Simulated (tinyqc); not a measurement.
Worked calculation (part 2 of 3): UHF in the sto-3g basis, for OH+, spin multiplicity 3. Computed by tinyqc, a small Python program that keeps every step (integrals from PySCF). Command: `OMP_NUM_THREADS=1 python tinyqc.py 21589 21590 out.jsonl` (the two numbers bound the seeds that draw the settings). One thread of a shared host (Intel(R) Xeon(R) Processor @ 2.60GHz), about 0.1 s of CPU time with the checks.

Geometry (angstrom):
```
atom       x       y       z
O     0.0000  0.0000  0.0000
H     0.0000  0.0000  1.0800
```

## Iteration 3: building the Fock matrix

D(alpha) after iteration 2:
```
          1O 1s    1O 2s  1O 2px  1O 2py   1O 2pz    2H 1s
1O 1s    1.0585  -0.2480  0.0000  0.0000   0.0239  -0.0032
1O 2s   -0.2480   1.0635  0.0000  0.0000  -0.1375  -0.0331
1O 2px   0.0000   0.0000  1.0000  0.0000   0.0000   0.0000
1O 2py   0.0000   0.0000  0.0000  1.0000   0.0000   0.0000
1O 2pz   0.0239  -0.1375  0.0000  0.0000   0.6784   0.3007
2H 1s   -0.0032  -0.0331  0.0000  0.0000   0.3007   0.1341
```

D(beta) after iteration 2:
```
          1O 1s    1O 2s  1O 2px  1O 2py   1O 2pz    2H 1s
1O 1s    1.0565  -0.2381  0.0000  0.0000   0.0363  -0.0147
1O 2s   -0.2381   1.0161  0.0000  0.0000  -0.1937   0.0059
1O 2px   0.0000   0.0000  0.0000  0.0000   0.0000   0.0000
1O 2py   0.0000   0.0000  0.0000  0.0000   0.0000   0.0000
1O 2pz   0.0363  -0.1937  0.0000  0.0000   0.6145   0.3312
2H 1s   -0.0147   0.0059  0.0000  0.0000   0.3312   0.1913
```

core Hamiltonian H = T + V (hartree):
```
           1O 1s    1O 2s   1O 2px   1O 2py   1O 2pz    2H 1s
1O 1s   -32.1052  -7.4671   0.0000   0.0000  -0.0122  -1.2817
1O 2s    -7.4671  -8.7309   0.0000   0.0000  -0.1485  -2.8487
1O 2px    0.0000   0.0000  -6.9060   0.0000   0.0000   0.0000
1O 2py    0.0000   0.0000   0.0000  -6.9060   0.0000   0.0000
1O 2pz   -0.0122  -0.1485   0.0000   0.0000  -7.0001  -2.0961
2H 1s    -1.2817  -2.8487   0.0000   0.0000  -2.0961  -4.2985
```

Two-electron integrals (ij|kl) in chemists' order, unique and non-zero (hartree):
```
(11|11) 4.7851   (21|11) 0.7414   (21|21) 0.1369   (22|11) 1.1189
(22|21) 0.2566   (22|22) 0.8172   (31|31) 0.0245   (32|31) 0.0378
(32|32) 0.1805   (33|11) 1.1158   (33|21) 0.2567   (33|22) 0.8170
(33|33) 0.8802   (41|41) 0.0245   (42|41) 0.0378   (42|42) 0.1805
(43|43) 0.0474   (44|11) 1.1158   (44|21) 0.2567   (44|22) 0.8170
(44|33) 0.7853   (44|44) 0.8802   (51|51) 0.0245   (52|51) 0.0378
(52|52) 0.1805   (53|53) 0.0474   (54|54) 0.0474   (55|11) 1.1158
(55|21) 0.2567   (55|22) 0.8170   (55|33) 0.7853   (55|44) 0.7853
(55|55) 0.8802   (61|11) 0.1278   (61|21) 0.0234   (61|22) 0.0436
(61|33) 0.0436   (61|44) 0.0436   (61|51) 0.0011   (61|52) 0.0020
(61|55) 0.0438   (61|61) 0.0041   (62|11) 0.3249   (62|21) 0.0755
(62|22) 0.2679   (62|33) 0.2633   (62|44) 0.2633   (62|51) 0.0057
(62|52) 0.0442   (62|55) 0.2770   (62|61) 0.0132   (62|62) 0.1107
(63|31) 0.0077   (63|32) 0.0456   (63|53) 0.0091   (63|63) 0.0154
(64|41) 0.0077   (64|42) 0.0456   (64|54) 0.0091   (64|64) 0.0154
(65|11) 0.2400   (65|21) 0.0565   (65|22) 0.2139   (65|33) 0.2043
(65|44) 0.2043   (65|51) 0.0114   (65|52) 0.0789   (65|55) 0.2329
(65|61) 0.0103   (65|62) 0.1074   (65|65) 0.1183   (66|11) 0.4786
(66|21) 0.1130   (66|22) 0.4611   (66|33) 0.4428   (66|44) 0.4428
(66|51) 0.0106   (66|52) 0.1150   (66|55) 0.4971   (66|61) 0.0199
(66|62) 0.2446   (66|65) 0.2708   (66|66) 0.7746
```

nuclear repulsion = 3.919831 hartree

J_ij = sum D_kl (ij|kl) with D = D(alpha) + D(beta), K_ij = sum D_kl (ik|jl) for each spin; F = H + J - K(s); E = tr D H + tr D J / 2 - 0.5 sum_s tr D(s) K(s) + E_nn.

Coulomb J (hartree):
```
          1O 1s   1O 2s  1O 2px  1O 2py   1O 2pz   2H 1s
1O 1s   15.8377  2.9171  0.0000  0.0000  -0.0045  0.4994
1O 2s    2.9171  6.9113  0.0000  0.0000   0.0196  2.2359
1O 2px   0.0000  0.0000  6.8767  0.0000   0.0000  0.0000
1O 2py   0.0000  0.0000  0.0000  6.8767   0.0000  0.0000
1O 2pz  -0.0045  0.0196  0.0000  0.0000   6.9575  1.7879
2H 1s    0.4994  2.2359  0.0000  0.0000   1.7879  3.8951
```

exchange K(alpha) (hartree):
```
         1O 1s    1O 2s  1O 2px  1O 2py   1O 2pz   2H 1s
1O 1s   4.9070   0.8465  0.0000  0.0000   0.0021  0.1528
1O 2s   0.8465   1.3934  0.0000  0.0000  -0.0174  0.4712
1O 2px  0.0000   0.0000  1.1634  0.0000   0.0000  0.0000
1O 2py  0.0000   0.0000  0.0000  1.1634   0.0000  0.0000
1O 2pz  0.0021  -0.0174  0.0000  0.0000   1.0418  0.3888
2H 1s   0.1528   0.4712  0.0000  0.0000   0.3888  0.4479
```

exchange K(beta) (hartree):
```
         1O 1s    1O 2s  1O 2px  1O 2py   1O 2pz   2H 1s
1O 1s   4.8546   0.7690  0.0000  0.0000   0.0014  0.1369
1O 2s   0.7690   1.0152  0.0000  0.0000  -0.0436  0.3912
1O 2px  0.0000   0.0000  0.2297  0.0000   0.0000  0.0000
1O 2py  0.0000   0.0000  0.0000  0.2297   0.0000  0.0000
1O 2pz  0.0014  -0.0436  0.0000  0.0000   0.9097  0.3771
2H 1s   0.1369   0.3912  0.0000  0.0000   0.3771  0.4722
```

F(alpha) (hartree):
```
           1O 1s    1O 2s   1O 2px   1O 2py   1O 2pz    2H 1s
1O 1s   -21.1746  -5.3965   0.0000   0.0000  -0.0188  -0.9351
1O 2s    -5.3965  -3.2130   0.0000   0.0000  -0.1114  -1.0840
1O 2px    0.0000   0.0000  -1.1927   0.0000   0.0000   0.0000
1O 2py    0.0000   0.0000   0.0000  -1.1927   0.0000   0.0000
1O 2pz   -0.0188  -0.1114   0.0000   0.0000  -1.0844  -0.6971
2H 1s    -0.9351  -1.0840   0.0000   0.0000  -0.6971  -0.8513
```

F(beta) (hartree):
```
           1O 1s    1O 2s   1O 2px   1O 2py   1O 2pz    2H 1s
1O 1s   -21.1221  -5.3189   0.0000   0.0000  -0.0181  -0.9192
1O 2s    -5.3189  -2.8347   0.0000   0.0000  -0.0853  -1.0040
1O 2px    0.0000   0.0000  -0.2590   0.0000   0.0000   0.0000
1O 2py    0.0000   0.0000   0.0000  -0.2590   0.0000   0.0000
1O 2pz   -0.0181  -0.0853   0.0000   0.0000  -0.9523  -0.6853
2H 1s    -0.9192  -1.0040   0.0000   0.0000  -0.6853  -0.8756
```

total energy of this density = -74.048338 hartree

## Iteration 3: DIIS over 3 matrices

error matrix X^T (FDS - SDF) X (alpha):
```
         1        2       3       4        5        6
1   0.0000   0.0000  0.0000  0.0000  -0.0001   0.0011
2   0.0000   0.0000  0.0000  0.0000   0.0006  -0.0090
3   0.0000   0.0000  0.0000  0.0000   0.0000   0.0000
4   0.0000   0.0000  0.0000  0.0000   0.0000   0.0000
5   0.0001  -0.0006  0.0000  0.0000   0.0000  -0.0178
6  -0.0011   0.0090  0.0000  0.0000   0.0178   0.0000
```

B (overlaps of the stored error matrices):
```
                1               2               3
1   5.6428741e-01   1.5428598e-01  -1.6103701e-02
2   1.5428598e-01   4.5069943e-02  -4.2555681e-03
3  -1.6103701e-02  -4.2555681e-03   8.1841506e-04
```

Minimise |sum c_i e_i|^2 with sum c_i = 1: solve [B -1; -1 0][c; lambda] = [0; -1] with B_ij = tr e_i^T e_j summed over both spins, and take F = sum c_i F_i.

DIIS coefficients: 0.0177  0.0361  0.9462

extrapolated F(alpha) (hartree):
```
           1O 1s    1O 2s   1O 2px   1O 2py   1O 2pz    2H 1s
1O 1s   -21.1606  -5.3936   0.0000   0.0000  -0.0186  -0.9346
1O 2s    -5.3936  -3.2068   0.0000   0.0000  -0.1127  -1.0814
1O 2px    0.0000   0.0000  -1.1860   0.0000   0.0000   0.0000
1O 2py    0.0000   0.0000   0.0000  -1.1860   0.0000   0.0000
1O 2pz   -0.0186  -0.1127   0.0000   0.0000  -1.0811  -0.6938
2H 1s    -0.9346  -1.0814   0.0000   0.0000  -0.6938  -0.8489
```

extrapolated F(beta) (hartree):
```
           1O 1s    1O 2s   1O 2px   1O 2py   1O 2pz    2H 1s
1O 1s   -21.1083  -5.3161   0.0000   0.0000  -0.0179  -0.9187
1O 2s    -5.3161  -2.8292   0.0000   0.0000  -0.0875  -1.0012
1O 2px    0.0000   0.0000  -0.2525   0.0000   0.0000   0.0000
1O 2py    0.0000   0.0000   0.0000  -0.2525   0.0000   0.0000
1O 2pz   -0.0179  -0.0875   0.0000   0.0000  -0.9503  -0.6820
2H 1s    -0.9187  -1.0012   0.0000   0.0000  -0.6820  -0.8714
```

## Iteration 3: diagonalisation and new density

X:
```
          1O 1s    1O 2s  1O 2px  1O 2py   1O 2pz    2H 1s
1O 1s    1.0229  -0.1308  0.0000  0.0000  -0.0069   0.0211
1O 2s   -0.1308   1.1008  0.0000  0.0000   0.0675  -0.2490
1O 2px   0.0000   0.0000  1.0000  0.0000   0.0000   0.0000
1O 2py   0.0000   0.0000  0.0000  1.0000   0.0000   0.0000
1O 2pz  -0.0069   0.0675  0.0000  0.0000   1.0577  -0.2138
2H 1s    0.0211  -0.2490  0.0000  0.0000  -0.2138   1.1340
```

Diagonalise F' = X^T F X, C = X C', fill 5 alpha and 3 beta electrons from the bottom; D(s) = C_occ C_occ^T. Each column has its largest component positive (the first on a tie).

F' = X^T F X (alpha) (hartree):
```
          1        2        3        4        5        6
1  -20.7864  -2.6888   0.0000   0.0000  -0.0357  -0.1043
2   -2.6888  -2.2134   0.0000   0.0000   0.0175  -0.4439
3    0.0000   0.0000  -1.1860   0.0000   0.0000   0.0000
4    0.0000   0.0000   0.0000  -1.1860   0.0000   0.0000
5   -0.0357   0.0175   0.0000   0.0000  -0.9325  -0.4715
6   -0.1043  -0.4439   0.0000   0.0000  -0.4715  -0.4022
```

orbital energies (alpha) (hartree): MO1 -21.1692, MO2 -1.9604, MO3 -1.1860, MO4 -1.1860, MO5 -1.1607, MO6 -0.0442

coefficients C (alpha):
```
            MO1      MO2     MO3      MO4      MO5      MO6
1O 1s    0.9945  -0.2566  0.0000   0.0000   0.0616   0.0729
1O 2s    0.0234   0.9868  0.0000   0.0000  -0.3027  -0.4791
1O 2px   0.0000   0.0000  0.9745  -0.2243   0.0000   0.0000
1O 2py   0.0000   0.0000  0.2243   0.9745   0.0000   0.0000
1O 2pz   0.0028   0.1219  0.0000   0.0000   0.8257  -0.6874
2H 1s   -0.0054   0.0711  0.0000   0.0000   0.3407   1.1283
```

F' = X^T F X (beta) (hartree):
```
          1        2        3        4        5        6
1  -20.7457  -2.6615   0.0000   0.0000  -0.0384  -0.1046
2   -2.6615  -1.8176   0.0000   0.0000   0.0588  -0.4410
3    0.0000   0.0000  -0.2525   0.0000   0.0000   0.0000
4    0.0000   0.0000   0.0000  -0.2525   0.0000   0.0000
5   -0.0384   0.0588   0.0000   0.0000  -0.7896  -0.4838
6   -0.1046  -0.4410   0.0000   0.0000  -0.4838  -0.4501
```

orbital energies (beta) (hartree): MO1 -21.1141, MO2 -1.6220, MO3 -1.0633, MO4 -0.2525, MO5 -0.2525, MO6 -0.0035

coefficients C (beta):
```
            MO1      MO2      MO3      MO4     MO5      MO6
1O 1s    0.9955  -0.2405   0.0882   0.0000  0.0000   0.0853
1O 2s    0.0191   0.9176  -0.4197   0.0000  0.0000  -0.5261
1O 2px   0.0000   0.0000   0.0000   0.9946  0.1033   0.0000
1O 2py   0.0000   0.0000   0.0000  -0.1033  0.9946   0.0000
1O 2pz   0.0024   0.1452   0.7724   0.0000  0.0000  -0.7426
2H 1s   -0.0044   0.1842   0.3926   0.0000  0.0000   1.0982
```

D(alpha) after iteration 3:
```
          1O 1s    1O 2s  1O 2px  1O 2py   1O 2pz    2H 1s
1O 1s    1.0586  -0.2486  0.0000  0.0000   0.0224  -0.0026
1O 2s   -0.2486   1.0658  0.0000  0.0000  -0.1295  -0.0331
1O 2px   0.0000   0.0000  1.0000  0.0000   0.0000   0.0000
1O 2py   0.0000   0.0000  0.0000  1.0000   0.0000   0.0000
1O 2pz   0.0224  -0.1295  0.0000  0.0000   0.6966   0.2900
2H 1s   -0.0026  -0.0331  0.0000  0.0000   0.2900   0.1212
```

D(beta) after iteration 3:
```
          1O 1s    1O 2s  1O 2px  1O 2py   1O 2pz    2H 1s
1O 1s    1.0566  -0.2386  0.0000  0.0000   0.0356  -0.0141
1O 2s   -0.2386   1.0186  0.0000  0.0000  -0.1909   0.0041
1O 2px   0.0000   0.0000  0.0000  0.0000   0.0000   0.0000
1O 2py   0.0000   0.0000  0.0000  0.0000   0.0000   0.0000
1O 2pz   0.0356  -0.1909  0.0000  0.0000   0.6176   0.3300
2H 1s   -0.0141   0.0041  0.0000  0.0000   0.3300   0.1881
```

Within a degenerate level the vectors are fixed only up to a rotation; this is one choice.

## Iteration 4: building the Fock matrix

As before.

Coulomb J (hartree):
```
          1O 1s   1O 2s  1O 2px  1O 2py   1O 2pz   2H 1s
1O 1s   15.8519  2.9203  0.0000  0.0000  -0.0043  0.5000
1O 2s    2.9203  6.9189  0.0000  0.0000   0.0194  2.2370
1O 2px   0.0000  0.0000  6.8842  0.0000   0.0000  0.0000
1O 2py   0.0000  0.0000  0.0000  6.8842   0.0000  0.0000
1O 2pz  -0.0043  0.0194  0.0000  0.0000   6.9654  1.7879
2H 1s    0.5000  2.2370  0.0000  0.0000   1.7879  3.8904
```

exchange K(alpha) (hartree):
```
         1O 1s    1O 2s  1O 2px  1O 2py   1O 2pz   2H 1s
1O 1s   4.9076   0.8471  0.0000  0.0000   0.0021  0.1530
1O 2s   0.8471   1.3960  0.0000  0.0000  -0.0151  0.4696
1O 2px  0.0000   0.0000  1.1642  0.0000   0.0000  0.0000
1O 2py  0.0000   0.0000  0.0000  1.1642   0.0000  0.0000
1O 2pz  0.0021  -0.0151  0.0000  0.0000   1.0517  0.3858
2H 1s   0.1530   0.4696  0.0000  0.0000   0.3858  0.4362
```

exchange K(beta) (hartree):
```
         1O 1s    1O 2s  1O 2px  1O 2py   1O 2pz   2H 1s
1O 1s   4.8548   0.7691  0.0000  0.0000   0.0014  0.1370
1O 2s   0.7691   1.0161  0.0000  0.0000  -0.0421  0.3907
1O 2px  0.0000   0.0000  0.2300  0.0000   0.0000  0.0000
1O 2py  0.0000   0.0000  0.0000  0.2300   0.0000  0.0000
1O 2pz  0.0014  -0.0421  0.0000  0.0000   0.9116  0.3769
2H 1s   0.1370   0.3907  0.0000  0.0000   0.3769  0.4694
```

F(alpha) (hartree):
```
           1O 1s    1O 2s   1O 2px   1O 2py   1O 2pz    2H 1s
1O 1s   -21.1609  -5.3939   0.0000   0.0000  -0.0186  -0.9347
1O 2s    -5.3939  -3.2080   0.0000   0.0000  -0.1139  -1.0814
1O 2px    0.0000   0.0000  -1.1861   0.0000   0.0000   0.0000
1O 2py    0.0000   0.0000   0.0000  -1.1861   0.0000   0.0000
1O 2pz   -0.0186  -0.1139   0.0000   0.0000  -1.0864  -0.6940
2H 1s    -0.9347  -1.0814   0.0000   0.0000  -0.6940  -0.8443
```

F(beta) (hartree):
```
           1O 1s    1O 2s   1O 2px   1O 2py   1O 2pz    2H 1s
1O 1s   -21.1081  -5.3159   0.0000   0.0000  -0.0179  -0.9187
1O 2s    -5.3159  -2.8281   0.0000   0.0000  -0.0869  -1.0024
1O 2px    0.0000   0.0000  -0.2519   0.0000   0.0000   0.0000
1O 2py    0.0000   0.0000   0.0000  -0.2519   0.0000   0.0000
1O 2pz   -0.0179  -0.0869   0.0000   0.0000  -0.9463  -0.6851
2H 1s    -0.9187  -1.0024   0.0000   0.0000  -0.6851  -0.8775
```

total energy of this density = -74.048732 hartree

## Iteration 4: DIIS over 4 matrices

error matrix X^T (FDS - SDF) X (alpha):
```
         1       2       3       4        5        6
1   0.0000  0.0000  0.0000  0.0000   0.0000   0.0002
2   0.0000  0.0000  0.0000  0.0000  -0.0004  -0.0014
3   0.0000  0.0000  0.0000  0.0000   0.0000   0.0000
4   0.0000  0.0000  0.0000  0.0000   0.0000   0.0000
5   0.0000  0.0004  0.0000  0.0000   0.0000  -0.0050
6  -0.0002  0.0014  0.0000  0.0000   0.0050   0.0000
```

B (overlaps of the stored error matrices):
```
                1               2               3              4
1   5.6428741e-01   1.5428598e-01  -1.6103701e-02  1.3421220e-03
2   1.5428598e-01   4.5069943e-02  -4.2555681e-03  6.4678109e-04
3  -1.6103701e-02  -4.2555681e-03   8.1841506e-04  1.7634977e-04
4   1.3421220e-03   6.4678109e-04   1.7634977e-04  1.4668170e-04
```

As before.

DIIS coefficients: 0.0005  -0.1773  -1.4615  2.6383

extrapolated F(alpha) (hartree):
```
           1O 1s    1O 2s   1O 2px   1O 2py   1O 2pz    2H 1s
1O 1s   -21.1636  -5.3948   0.0000   0.0000  -0.0186  -0.9348
1O 2s    -5.3948  -3.2111   0.0000   0.0000  -0.1154  -1.0808
1O 2px    0.0000   0.0000  -1.1879   0.0000   0.0000   0.0000
1O 2py    0.0000   0.0000   0.0000  -1.1879   0.0000   0.0000
1O 2pz   -0.0186  -0.1154   0.0000   0.0000  -1.0950  -0.6923
2H 1s    -0.9348  -1.0808   0.0000   0.0000  -0.6923  -0.8355
```

extrapolated F(beta) (hartree):
```
           1O 1s    1O 2s   1O 2px   1O 2py   1O 2pz    2H 1s
1O 1s   -21.1099  -5.3158   0.0000   0.0000  -0.0180  -0.9187
1O 2s    -5.3158  -2.8270   0.0000   0.0000  -0.0848  -1.0037
1O 2px    0.0000   0.0000  -0.2523   0.0000   0.0000   0.0000
1O 2py    0.0000   0.0000   0.0000  -0.2523   0.0000   0.0000
1O 2pz   -0.0180  -0.0848   0.0000   0.0000  -0.9384  -0.6879
2H 1s    -0.9187  -1.0037   0.0000   0.0000  -0.6879  -0.8872
```

## Iteration 4: diagonalisation and new density

As before.

F' = X^T F X (alpha) (hartree):
```
          1        2        3        4        5        6
1  -20.7893  -2.6890   0.0000   0.0000  -0.0351  -0.1044
2   -2.6890  -2.2182   0.0000   0.0000   0.0132  -0.4448
3    0.0000   0.0000  -1.1879   0.0000   0.0000   0.0000
4    0.0000   0.0000   0.0000  -1.1879   0.0000   0.0000
5   -0.0351   0.0132   0.0000   0.0000  -0.9485  -0.4689
6   -0.1044  -0.4448   0.0000   0.0000  -0.4689  -0.3871
```

orbital energies (alpha) (hartree): MO1 -21.1722, MO2 -1.9649, MO3 -1.1879, MO4 -1.1879, MO5 -1.1671, MO6 -0.0391

coefficients C (alpha):
```
            MO1      MO2     MO3      MO4      MO5      MO6
1O 1s    0.9944  -0.2568  0.0000   0.0000   0.0613   0.0727
1O 2s    0.0234   0.9878  0.0000   0.0000  -0.2991  -0.4792
1O 2px   0.0000   0.0000  0.2199   0.9755   0.0000   0.0000
1O 2py   0.0000   0.0000  0.9755  -0.2199   0.0000   0.0000
1O 2pz   0.0028   0.1262  0.0000   0.0000   0.8337  -0.6769
2H 1s   -0.0054   0.0678  0.0000   0.0000   0.3269   1.1326
```

F' = X^T F X (beta) (hartree):
```
          1        2        3        4        5        6
1  -20.7474  -2.6613   0.0000   0.0000  -0.0391  -0.1044
2   -2.6613  -1.8140   0.0000   0.0000   0.0643  -0.4420
3    0.0000   0.0000  -0.2523   0.0000   0.0000   0.0000
4    0.0000   0.0000   0.0000  -0.2523   0.0000   0.0000
5   -0.0391   0.0643   0.0000   0.0000  -0.7739  -0.4911
6   -0.1044  -0.4420   0.0000   0.0000  -0.4911  -0.4651
```

orbital energies (beta) (hartree): MO1 -21.1158, MO2 -1.6212, MO3 -1.0629, MO4 -0.2523, MO5 -0.2523, MO6 -0.0006

coefficients C (beta):
```
            MO1      MO2      MO3     MO4      MO5      MO6
1O 1s    0.9955  -0.2398   0.0898  0.0000   0.0000   0.0855
1O 2s    0.0191   0.9138  -0.4286  0.0000   0.0000  -0.5256
1O 2px   0.0000   0.0000   0.0000  0.0514   0.9987   0.0000
1O 2py   0.0000   0.0000   0.0000  0.9987  -0.0514   0.0000
1O 2pz   0.0024   0.1418   0.7615  0.0000   0.0000  -0.7544
2H 1s   -0.0044   0.1914   0.4078  0.0000   0.0000   1.0914
```

D(alpha) after iteration 4:
```
          1O 1s    1O 2s  1O 2px  1O 2py   1O 2pz    2H 1s
1O 1s    1.0586  -0.2487  0.0000  0.0000   0.0215  -0.0028
1O 2s   -0.2487   1.0657  0.0000  0.0000  -0.1246  -0.0309
1O 2px   0.0000   0.0000  1.0000  0.0000   0.0000   0.0000
1O 2py   0.0000   0.0000  0.0000  1.0000   0.0000   0.0000
1O 2pz   0.0215  -0.1246  0.0000  0.0000   0.7109   0.2810
2H 1s   -0.0028  -0.0309  0.0000  0.0000   0.2810   0.1115
```

D(beta) after iteration 4:
```
          1O 1s    1O 2s  1O 2px  1O 2py   1O 2pz    2H 1s
1O 1s    1.0566  -0.2386  0.0000  0.0000   0.0368  -0.0137
1O 2s   -0.2386   1.0191  0.0000  0.0000  -0.1967   0.0001
1O 2px   0.0000   0.0000  0.0000  0.0000   0.0000   0.0000
1O 2py   0.0000   0.0000  0.0000  0.0000   0.0000   0.0000
1O 2pz   0.0368  -0.1967  0.0000  0.0000   0.6001   0.3377
2H 1s   -0.0137   0.0001  0.0000  0.0000   0.3377   0.2030
```

Within a degenerate level the vectors are fixed only up to a rotation; this is one choice.
